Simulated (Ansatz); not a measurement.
Process, species as SMILES: C (CH4) → [CH3-] + H+
B3LYP-D3(BJ)/def2-TZVP geometries, fixed; electronic energies without zero-point terms.

Basis-set convergence of the deprotonation energy at MP2 with Ansatz (a quantum-chemistry and plane-wave program). Cartesian d functions, on some or all atoms, in 6-31+G*; all else is spherical. Cores are frozen. No added dispersion term, no relativity. Functions are those of the species that has most. Reference: Hartree-Fock in aug-cc-pVQZ plus the correlation part extrapolated as X^-3 from aug-cc-pVTZ and aug-cc-pVQZ, 423.75 kcal/mol, itself unsure by roughly 0.06 kcal/mol (a third of the extrapolation step and of the last Hartree-Fock step). Deviations are taken from unrounded values.

```tsv
basis	functions	deprotonation energy (kcal/mol)	minus reference (kcal/mol)
STO-3G	9	570.41	146.66
6-31+G*	27	427.65	3.90
cc-pVDZ	34	447.45	23.70
def2-SVP	34	449.49	25.74
pcseg-1	34	444.30	20.55
def2-SVPD	52	431.25	7.51
def2-TZVP	55	432.56	8.81
cc-pVTZ	86	437.39	13.64
pcseg-2	86	432.22	8.47
def2-TZVPPD	105	428.08	4.33
aug-cc-pVTZ	138	423.74	0.00
aug-pcseg-2	138	424.79	1.04
def2-QZVPP	177	428.48	4.73
```
